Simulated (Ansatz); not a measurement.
## Ruthenium, hcp: convergence with Gaussian smearing

Computed with Ansatz, PBE, scalar-relativistic PAW, on the relaxed cell (a = 2.724 Å, c = 4.289 Å (c/a = 1.575); spin not included). Errors count from a run at 420 eV on a Γ-centred 22×22×12 mesh with Fermi-Dirac smearing of 0.1 eV, extrapolated to zero width. Fixed here: cutoff 420 eV, mesh 13×13×7. The SCF starts from atomic densities corrected by a trained network.

```tsv
width (eV)	E(σ→0) error (meV/atom)	F error (meV/atom)	P (GPa)	SCF iterations
0.01	4.3	4.3	-0.25	6
0.03	4.3	4.2	-0.25	6
0.1	4.6	2.8	-0.21	6
0.2	5.4	-3.8	-0.05	6
0.3	5.2	-15.4	0.16	6
0.6	5.2	-76.0	1.25	6
1.0	22.5	-228.6	4.57	6
```
